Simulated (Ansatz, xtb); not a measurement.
**C2H2F2O+: which of two conformers lies lower**

Structure X: the doublet with the links of `O[C](F)[CH+]F`. Structure Y: the doublet with the links of `O[C](F)[CH+]F`. Both are isolated ions in the gas phase, relaxed with B3LYP/6-31G*.

X (Å):

```xyz
7

C    -0.3113   -0.8054   -2.8825
C     0.4397    0.3840   -3.0579
F    -0.8064   -1.0878   -1.7254
F     0.5962    1.1447   -2.0296
O    -0.4944   -1.5950   -3.8769
H    -1.0267   -2.3974   -3.6684
H     0.8838    0.6814   -4.0042
```

Y (Å):

```xyz
7

C     0.0648   -0.5160   -0.7253
C     1.0613   -0.3051    0.2618
F    -0.3223    0.4961   -1.4293
F     1.4420   -1.3191    0.9591
O    -0.4434   -1.6748   -0.9209
H    -1.1265   -1.7075   -1.6301
H     1.5144    0.6637    0.4551
```

**Question.** Which of the two would you expect CCSD(T)/def2-SVP + ΔMP2/def2-TZVPP electronic energies to favour?

**Answer.** Too close to call at this level: CCSD(T)/def2-SVP + ΔMP2/def2-TZVPP gives E(Y) − E(X) = −0.40 kJ/mol.

Level by level:

```csv
level,geometry,E(Y) − E(X) (kJ/mol),departure from the last row (kJ/mol),"job, with rough time for the two"
B3LYP/6-31G*,B3LYP/6-31G*,−0.17,+0.23,"optimisation, 42 s"
HF/def2-SVP,B3LYP/6-31G*,−0.30,+0.10,part of the CCSD(T) run
MP2/def2-SVP,B3LYP/6-31G*,−0.62,−0.23,part of the CCSD(T) run
CCSD(T)/def2-SVP,B3LYP/6-31G*,−0.38,+0.02,single point
CCSD(T)/def2-SVP + ΔMP2/def2-TZVPP,B3LYP/6-31G*,−0.40,,"single point, 47 s"
```

The largest departure from CCSD(T)/def2-SVP + ΔMP2/def2-TZVPP is that of B3LYP/6-31G*, 0.23 kJ/mol. Levels run at GFN2-xTB geometries aren't shown. The last row adds to CCSD(T) the change of the MP2 difference between the two basis sets, here −0.02 kJ/mol.

With harmonic frequencies from B3LYP/6-31G* (ideal gas, rigid rotor, one conformer each, 298.15 K, 1 atm): on the last row, ΔE + ΔZPE = −0.33, ΔH = −0.36, ΔG = −0.32 kJ/mol.

Open shells are spin-unrestricted. The correlated steps freeze 5 core orbitals. Codes used: Ansatz 0.2.0; the last row on 1 thread of Intel(R) Xeon(R) Platinum 8488C (Sapphire Rapids) on a shared host.
